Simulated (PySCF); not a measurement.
An unknown is described by computed data only.

Formula: C3H3NO2.

* 13C NMR: chemical shifts (computed TMS as zero) by class: 168.1 (1 C), 117.6 (1 C), 24.5 (1 C) ppm [GIAO PBE0/pcSseg-1]
* Polarisability: 45.9 au [PBE0/def2-SVPD]
* 1H NMR: chemical shifts (computed TMS as zero) by class: 6.39 (1 H), 3.22 (2 H) ppm [GIAO PBE0/pcSseg-1]
* Rotational structure: rotational constants A, B, C: 7.623, 2.428, 2.210 GHz [GFN2-xTB]
* NMR, other nuclei: isotropic shieldings of nuclei other than C and H, by class: -40 (1 N), -124 (1 O), 123 (1 O) ppm [GIAO PBE0/pcSseg-1]
* UV, first state: lowest singlet excitation: 5.78 eV (215 nm, f = 0.004) [TDDFT PBE0/def2-SVPD]
* Triplet: lowest triplet excitation (Tamm–Dancoff): 5.22 eV [TDA PBE0/def2-SVPD]

Gas-phase values; electronic properties from PySCF, density fitting. Levels stand in brackets. Isolated species at its GFN2-xTB geometry (one conformer only). NMR values are class means; diastereotopic atoms form classes of their own.

Problem. Propose a structure and show how it fits.

Solution. Numbering: `[N:1]#[C:2][CH2:3][C:4](=[O:5])[OH:6]`. Its formula, C3H3NO2, gives 3 degrees of unsaturation: 0 rings and 3 π bonds in the structure found. 3 carbons fall into 3 classes; from least to most shielded: carboxylic acid carbon [C4] (168.1 ppm), nitrile carbon [C2] (117.6 ppm), sp3 carbon next to a carbonyl [C3] (24.5 ppm). Hydrogen classes from least to most shielded: 1 H on an acid hydroxyl oxygen, O6 (6.39 ppm), 2 H on an sp3 carbon next to a carbonyl, C3 (3.22 ppm). The other shieldings belong to: -40 ppm, nitrile nitrogen [N1]; -124 ppm, acid carbonyl oxygen [O5]; 123 ppm, acid hydroxyl oxygen [O6]. S1 is mainly HOMO→LUMO (weight 0.93); the largest Löwdin shares of the orbital it empties are 0.60 on the acid carbonyl oxygen, 0.09 on the acid hydroxyl oxygen, 0.08 on the carboxylic acid carbon and 0.08 on the sp3 carbon next to a carbonyl, of the orbital it fills 0.34 on the carboxylic acid carbon, 0.26 on the acid carbonyl oxygen, 0.12 on the acid hydroxyl oxygen and 0.09 on the sp3 carbon next to a carbonyl. The optimised geometry has point group C1 and is an asymmetric top. Structure: cyanoacetic acid (`N#CCC(=O)O`). The assignments are read from this structure; whether some other isomer fits the data as well wasn't checked.

Shape of the structure used: `[N:1]#[C:2][CH2:3][C:4](=[O:5])[OH:6]`: C2–C3–C4–O5 99°, H–O6–C4–C3 178°.
